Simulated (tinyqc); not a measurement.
CISD on RHF in the sto-3g basis, for HF, spin multiplicity 1, step by step. One step of it, computed by the program tinyqc.

Task: CISD: determinants and Hamiltonian. Slater-Condon rules over spin orbitals, with the nuclear repulsion added and E(HF) subtracted on the diagonal. Only determinants linked to the reference directly or through others are kept (one block of an abelian symmetry group), so some states are absent.

one-electron integrals over orbitals h = C^T H C (hartree), lower triangle:
```
,1,2,3,4,5,6
1,-40.490176
2,0.714965,-9.130062
3,-0.168867,0.543285,-7.162581
4,0.000000,0.000000,0.000000,-8.657644
5,0.000000,0.000000,0.000000,0.000000,-8.657644
6,-0.179859,0.964434,2.088346,0.000000,0.000000,-6.067200
```

Two-electron integrals over orbitals (pq|rs), unique and non-zero (hartree):
```
p,q,r,s,(pq|rs)
1,1,1,1,5.363679
2,1,1,1,-0.515092
2,1,2,1,0.078056
2,2,1,1,1.218952
2,2,2,1,-0.021624
2,2,2,2,0.863359
3,1,1,1,0.127488
3,1,2,1,-0.018300
3,1,2,2,0.009259
3,1,3,1,0.019577
3,2,1,1,-0.135300
3,2,2,1,0.006627
3,2,2,2,-0.038494
3,2,3,1,0.020741
3,2,3,2,0.147120
3,3,1,1,0.936597
3,3,2,1,-0.009412
3,3,2,2,0.722184
3,3,3,1,-0.003401
3,3,3,2,-0.027671
3,3,3,3,0.714100
4,1,4,1,0.029562
4,2,4,1,0.039698
4,2,4,2,0.185957
4,3,4,1,-0.008977
4,3,4,2,-0.034876
4,3,4,3,0.040387
4,4,1,1,1.264018
4,4,2,1,-0.014822
4,4,2,2,0.887729
4,4,3,1,0.003734
4,4,3,2,-0.073643
4,4,3,3,0.712164
4,4,4,4,0.997514
5,1,5,1,0.029562
5,2,5,1,0.039698
5,2,5,2,0.185957
5,3,5,1,-0.008977
5,3,5,2,-0.034876
5,3,5,3,0.040387
5,4,5,4,0.053770
5,5,1,1,1.264018
5,5,2,1,-0.014822
5,5,2,2,0.887729
5,5,3,1,0.003734
5,5,3,2,-0.073643
5,5,3,3,0.712164
5,5,4,4,0.889973
5,5,5,5,0.997514
6,1,1,1,0.133266
6,1,2,1,-0.021456
6,1,2,2,0.001968
6,1,3,1,-0.010803
6,1,3,2,-0.024200
6,1,3,3,0.008395
6,1,4,4,0.003773
6,1,5,5,0.003773
6,1,6,1,0.022314
6,2,1,1,-0.194396
6,2,2,1,0.004740
6,2,2,2,-0.106102
6,2,3,1,-0.020049
6,2,3,2,-0.064247
6,2,3,3,-0.027181
6,2,4,4,-0.104120
6,2,5,5,-0.104120
6,2,6,1,0.017721
6,2,6,2,0.092996
6,3,1,1,-0.393574
6,3,2,1,0.006709
6,3,2,2,-0.205905
6,3,3,1,0.001787
6,3,3,2,0.089937
6,3,3,3,-0.106379
6,3,4,4,-0.224164
6,3,5,5,-0.224164
6,3,6,1,-0.005658
6,3,6,2,0.046473
6,3,6,3,0.207622
6,4,4,1,-0.008649
6,4,4,2,-0.034890
6,4,4,3,-0.019299
6,4,6,4,0.030148
6,5,5,1,-0.008649
6,5,5,2,-0.034890
6,5,5,3,-0.019299
6,5,6,5,0.030148
6,6,1,1,0.862145
6,6,2,1,-0.009099
6,6,2,2,0.658377
6,6,3,1,0.012687
6,6,3,2,0.057197
6,6,3,3,0.661515
6,6,4,4,0.637601
6,6,5,5,0.637601
6,6,6,1,-0.008493
6,6,6,2,-0.060465
6,6,6,3,-0.020805
6,6,6,6,0.695217
```

nuclear repulsion = 4.34543330 hartree

Hartree-Fock energy = -98.55317808 hartree

Give: determinants; H - E(HF) between determinants.

Result:

Occupation strings over the orbitals (2 doubly, a alpha, b beta, 0 empty; spin orbitals ordered 1a 1b 2a 2b ...): 222220 22a22b 2a222b a2222b 22b22a 2b222a b2222a 222202 222022 220222 2ab222 a2b222 2ba222 202222 ab2222 b2a222 ba2222 022222

H - E(HF) between determinants (hartree), lower triangle:
```
,222220,22a22b,2a222b,a2222b,22b22a,2b222a,b2222a,222202,222022,220222,2ab222,a2b222,2ba222,202222,ab2222,b2a222,ba2222,022222
222220,0.0000
22a22b,0.0000,0.5399
2a222b,0.0000,-0.0107,1.3293
a2222b,0.0000,-0.0183,0.0268,25.5403
22b22a,0.0000,-0.2076,-0.0465,0.0057,0.5399
2b222a,0.0000,-0.0465,-0.0930,-0.0177,-0.0107,1.3293
b2222a,0.0000,0.0057,-0.0177,-0.0223,-0.0183,0.0268,25.5403
222202,0.0301,0.0193,0.0349,0.0086,-0.0193,-0.0349,-0.0086,1.0548
222022,0.0301,0.0193,0.0349,0.0086,-0.0193,-0.0349,-0.0086,0.0538,1.0548
220222,0.2076,0.0856,-0.0899,-0.0018,-0.0856,0.0899,0.0018,0.0404,0.0404,1.1661
2ab222,-0.0465,0.0899,-0.1851,0.0067,-0.0333,0.0642,0.0200,0.0349,0.0349,0.0956,1.9667
a2b222,0.0057,0.0018,0.0067,-0.3728,-0.0169,0.0242,0.0108,0.0090,0.0090,0.0344,0.0265,26.1883
2ba222,0.0465,-0.0333,0.0642,0.0200,0.0899,-0.1851,0.0067,-0.0349,-0.0349,-0.0956,-0.1471,-0.0207,1.9667
202222,0.0930,0.0642,0.0456,-0.0047,-0.0642,-0.0456,0.0047,0.1860,0.1860,0.1471,0.1064,-0.0066,-0.1064,2.9004
ab2222,-0.0177,-0.0200,0.0047,-0.1339,0.0242,-0.0105,0.0215,-0.0397,-0.0397,-0.0207,0.0066,-0.2032,0.0218,-0.0143,27.2632
b2a222,-0.0057,-0.0169,0.0242,0.0108,0.0018,0.0067,-0.3728,-0.0090,-0.0090,-0.0344,-0.0207,-0.0196,0.0265,0.0066,0.0183,26.1883
ba2222,0.0177,0.0242,-0.0105,0.0215,-0.0200,0.0047,-0.1339,0.0397,0.0397,0.0207,0.0218,0.0183,0.0066,0.0143,-0.0781,-0.2032,27.2632
022222,0.0223,0.0108,0.0215,-0.1418,-0.0108,-0.0215,0.1418,0.0296,0.0296,0.0196,0.0183,-0.0965,-0.0183,0.0781,0.4792,0.0965,-0.4792,55.4152
```
